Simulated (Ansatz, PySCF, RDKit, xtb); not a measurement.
# HNO: from the formula to a structure

Given the formula HNO and nothing else, which arrangement of the atoms is the most stable in the gas at 298.15 K, and what are its properties?

The funnel: GFN2-xTB relaxations, single points with a density functional, relaxations at PBE0-D4/def2-TZVP, harmonic vibrations, and a last energy at a higher level. All values are calculated.

3 further runs of the same task are left out: 3 set aside as unsound or not needed.

### Step 1. Possible bonding patterns

A program enumerates the bonding patterns with one Lewis structure each (two rings at most, one unusual centre or charged pair), with their diastereomers. O–O, O–halogen and N–halogen bonds and N–N–N chains are not drawn. That gives 2 candidates.

| label | SMILES | spin |
| --- | --- | --- |
| c109 | [N-]=[OH+] | singlet |
| c854 | N=O | singlet |

Candidates are built by distance geometry, with a force field where one applies, in up to four conformers (letters a to d). 2 starts with atoms placed at random are added, to find patterns that the rules miss.

Q: Predict the outcome of this search (final energies at CCSD(T)/def2-QZVPP).

| quantity | value |
| --- | --- |
| lowest structure found | N=O, singlet, Cs |
| next finalist | N=O, triplet, 17.1 kcal/mol higher in G |
| share at equilibrium, among the finalists | 100.0 % |
| harmonic wavenumbers, lowest and highest (PBE0-D4/def2-TZVP) | 1578 and 2878 cm⁻¹ |
| rotational constants, same geometry | 18.72, 1.454, 1.349 cm⁻¹ |
| dipole moment (PBE0/def2-TZVPD) | 1.63 D |
| HOMO energy (PBE0/def2-TZVPD) | -7.12 eV |
| LUMO energy (PBE0/def2-TZVPD) | -2.82 eV |
| HOMO–LUMO gap (PBE0/def2-TZVPD) | 4.30 eV |
| lowest excitation (TD-CAM-B3LYP/def2-SVPD) | 1.52 eV (f = 0.000) |
| strongest of the states computed, same level | 8.95 eV (f = 0.067) |
| lowest triplet excitation, same level, Tamm-Dancoff | 0.50 eV |
| vertical ionisation energy | 10.40 eV |
| vertical electron affinity | -0.03 eV (unbound: the value depends on the basis) |
| vertical triplet less singlet | +0.51 eV |

`N=O` comes out lowest. Among the finalists first place is clear (17.1 kcal/mol); structures outside the list aren't covered. r2SCAN-D4/def2-SVP, PBE0-D4/def2-TZVP and MP2/def2-QZVPP already put its bonding pattern lowest among the structures in one piece; HF/def2-QZVPP favours the triplet [N][OH] ‡. Measured dipole moment: 1.67 D (NIST CCCBDB Release 22 (SRD 101), experimental dipoles); the calculated dipole moment, 1.63 D, differs by -0.04 D. The stability test flags a direction of broken symmetry, so one determinant of this kind may describe the structure poorly. The search is not exhaustive (a finite list of starts, one conformer a finalist), so a lower isomer can't be ruled out.

‡ marks the bonded skeleton alone, with all bonds drawn single: no Lewis structure was assigned that passes a check against the bond lengths.
